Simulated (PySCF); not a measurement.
**Indirect couplings**

Geometry:
```
atom   x (Å)   y (Å)   z (Å)
  C1  -1.335  -0.691  -0.478
  C2  -0.289  -0.488   0.311
  C3   0.706   0.551  -0.021
  O4   0.693   1.258  -0.993
  O5   1.666   0.627   0.919
  H6  -2.077  -1.447  -0.252
  H7  -1.464  -0.094  -1.374
  H8  -0.123  -1.061   1.216
  H9   2.274   1.323   0.634
```

Couplings: B97-2/pcJ-2 in PySCF, geometry PBE0-D3(BJ)/def2-TZVP; gas phase, one conformer, non-relativistic. Couplings are averaged over pairs made equivalent by symmetry, fast rotation or ring inversion, so a value needn't be that of the named pair in this geometry, while other rotamers aren't included; one pair stands for each set, and the list holds a selection of those of at least 1.5 Hz over up to four bonds.

Isotopes: ¹³C, ¹H, ¹⁷O. Couplings to quadrupolar nuclei such as 17O and 33S are rarely resolved in practice.

| pair | bonds | J (Hz) |
| --- | --- | --- |
| C1, C2 | 1 | 72.0 |
| C1, H6 | 1 | ? |
| C1, H7 | 1 | 155.3 |
| C2, C3 | 1 | 70.8 |
| C2, H8 | 1 | ? |
| C3, O4 | 1 | 27.2 |
| C3, O5 | 1 | 30.4 |
| O5, H9 | 1 | -73.3 |
| C2, O4 | 2 | -2.1 |
| C2, O5 | 2 | ? |
| C2, H7 | 2 | -4.4 |
| C3, H8 | 2 | 2.5 |
| C3, H9 | 2 | -6.3 |
| O4, O5 | 2 | -7.6 |
| H6, H7 | 2 | 2.0 |
| C1, O4 | 3 | -3.0 |
| C1, O5 | 3 | -4.4 |
| C2, H9 | 3 | ? |
| C3, H6 | 3 | 14.2 |
| C3, H7 | 3 | ? |
| O4, H8 | 3 | -1.5 |
| O4, H9 | 3 | ? |
| H6, H8 | 3 | ? |
| H7, H8 | 3 | 16.9 |
| C1, H9 | 4 | ? |
| O5, H6 | 4 | -1.6 |

Q: Estimate the withheld couplings, with signs.

A: 
- ¹J(C1,H6) = 153.2 Hz (bond length 1.083 Å, sp2 carbon)
- ¹J(C2,H8) = 155.7 Hz (bond length 1.083 Å, sp2 carbon)
- ²J(C2,O5) = -23.7 Hz (angle at C3 111°)
- ³J(C2,H9) = 8.2 Hz (dihedral angle 180°)
- ³J(C3,H7) = 8.1 Hz (dihedral angle 0°)
- ³J(O4,H9) = 2.2 Hz (dihedral angle 0°)
- ³J(H6,H8) = 10.6 Hz (dihedral angle 0°)
- ⁴J(C1,H9) = 1.8 Hz
